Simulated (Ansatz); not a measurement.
Relaxation of C3H6FNO (12 atoms, charge 0, multiplicity 1), to a largest force component of 0.015 eV/Å in at most 40 steps.

These are results of Ansatz, RKS B3LYP-D4/def2-SVP, not measurements.

```xyz
12
Properties=species:S:1:pos:R:3:forces:R:3
C 0.040 -1.691 1.045 -2.03 3.55 1.01
C 0.324 -0.541 0.052 0.30 -0.43 1.63
O -0.677 0.505 0.192 0.65 1.62 -0.86
C -0.415 1.588 -0.605 -2.06 -0.45 0.44
N 0.460 1.686 -1.483 0.94 0.08 -0.21
F -1.363 2.598 -0.509 0.64 -1.67 0.99
H 0.735 -2.466 0.959 1.39 -1.50 -0.16
H -0.977 -2.017 0.839 -0.36 -0.60 0.01
H 0.003 -1.250 2.103 0.30 -0.71 -1.10
H 1.331 -0.147 0.293 -0.24 0.23 -0.47
H 0.284 -0.930 -0.949 0.17 -0.04 -0.97
H 0.334 2.609 -1.903 0.30 -0.08 -0.30
```

**Question.** Where does it end, and by what steps?

**Answer.** The forces met the threshold. After 7 steps the energy has fallen by 0.478 eV; F6 moved furthest, 0.21 Å.

| step | energy less start (eV) | largest force component (eV/Å) | accepted |
| --- | --- | --- | --- |
| 0 | 0.0000 | 3.551 | yes |
| 1 | -0.3126 | 1.500 | yes |
| 2 | -0.3982 | 1.241 | yes |
| 3 | -0.4672 | 0.430 | yes |
| 4 | -0.4752 | 0.231 | yes |
| 5 | -0.4762 | 0.228 | yes |
| 6 | -0.4775 | 0.021 | yes |
| 7 | -0.4775 | 0.006 | yes |

```xyz
12
Properties=species:S:1:pos:R:3
C -0.020 -1.618 1.051
C 0.348 -0.544 0.052
O -0.612 0.519 0.175
C -0.443 1.561 -0.618
N 0.473 1.712 -1.466
F -1.417 2.444 -0.370
H 0.698 -2.450 0.985
H -1.028 -2.013 0.853
H 0.000 -1.224 2.079
H 1.354 -0.132 0.232
H 0.333 -0.914 -0.986
H 0.389 2.603 -1.954
```

Whether the end is a true minimum wasn't checked by a vibrational analysis.

Time of the run: 28 s on 2 threads of Arm Neoverse V1, on a shared host, peak memory 0.26 GiB.
